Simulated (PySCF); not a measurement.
**How methods differ on the ionisation energy of Be**

Be [He] 2s2 (1S) → Be⁺ [He] 2s1 (2S), as a difference of total energies. Computed with PySCF 2.14 in x2c-TZVPPall (5s3p1d, 19 functions), with the spin-free X2C one-electron Hamiltonian (Gaussian nucleus). Correlated levels: valence and next inner shell: nothing frozen. The calculations carry no spin-orbit coupling.

```
                                method  ionisation energy (eV)
                                   UHF                   8.043
    MP2 (valence and next inner shell)                   8.772
SCS-MP2 (valence and next inner shell)                   8.910
   CCSD (valence and next inner shell)                   9.265
CCSD(T) (valence and next inner shell)                   9.272
  CCSDT (valence and next inner shell)                   9.272
    FCI (valence and next inner shell)                   9.273
```

Q: How much does correlation contribute at CCSD(T) (valence and next inner shell)?

A: 9.272 − (8.043) = 1.229 eV, measured against UHF.

Errors of the correlated levels include the incompleteness of this basis.

For comparison: 9.323 eV (measured; NIST Atomic Spectra Database, ionization energies).
